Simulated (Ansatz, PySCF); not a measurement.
Species: C3H4, charge 0, singlet. C3H4 (SMILES C=C=C).
B3LYP-D3(BJ)/def2-TZVP minimum from Ansatz (a program for electronic structure):
```xyz
7

C      0.0000     0.0000     0.0000
C     -0.0052     0.0000     1.3001
C      0.0052     0.0000    -1.3001
H     -0.0108     0.9262     1.8632
H     -0.0040    -0.9263     1.8631
H      0.9337     0.0035    -1.8595
H     -0.9188    -0.0034    -1.8668
```

Total energies in hartree (Ansatz). Radicals and triplets start from unrestricted determinants; spin-orbit coupling is neglected. Cores are frozen in correlated methods. No relativity. For partners of very few electrons the exact lower level stands in for a higher one.

| species | HF/cc-pVTZ | CCSD(T)/cc-pVTZ | HF/cc-pVQZ | CCSD(T)/cc-pVQZ | CCSD(T)/cc-pVDZ | CCSDT(Q)/cc-pVDZ |
|---|---|---|---|---|---|---|
| 1: C3H4 (SMILES C(=C)=C) | -115.90585 | -116.43320 | -115.91336 | -116.46652 | -116.31406 | -116.31602 |
| 2: C (triplet) | -37.69157 | -37.78076 | -37.69331 | -37.78654 | -37.76038 | -37.76071 |
| 3: H (doublet) | -0.49981 | -0.49981 | -0.49995 | -0.49995 | -0.49928 | -0.49928 |

Work out the enthalpy of formation at 298 K (by atomisation, with ideal-gas terms from PySCF's Hessian at B3LYP-D3(BJ)/def2-TZVP and the atoms' measured values of the G2/97 table; no spin-orbit terms) in kcal/mol: take Hartree-Fock from cc-pVQZ, extrapolate the CCSD(T) correlation energy as X^-3 (X = 3, 4), and add CCSDT(Q) - CCSD(T) in cc-pVDZ. The further terms named in the bracket sum to +1.19384 hartree. 1 hartree = 627.51 kcal/mol.


Species 1: correlation (64·(-0.55316) - 27·(-0.52735))/37 = -0.57199; step -0.00196; E1 = -115.91336 + (-0.57199) + (-0.00196) = -116.48731
Species 2: correlation (64·(-0.09323) - 27·(-0.08919))/37 = -0.09618; step -0.00033; E2 = -37.69331 + (-0.09618) + (-0.00033) = -37.78982
Species 3: correlation (64·(0.00000) - 27·(0.00000))/37 = 0.00000; step +0.00000; E3 = -0.49995 + (0.00000) + (+0.00000) = -0.49995
+1·E1 -3·E2 -4·E3 +1.19384 = 0.07579 hartree = 47.6 kcal/mol. Measured: 45.4 kcal/mol, 190.2 kJ/mol (Active Thermochemical Tables 1.112 (ions: stationary electron), as tabulated in the package chemicals); atomic spin-orbit terms, which the calculations lack, would raise the computed values. The composite differs from it by +2.1 kcal/mol; core, relativistic and spin-orbit terms are not in it.
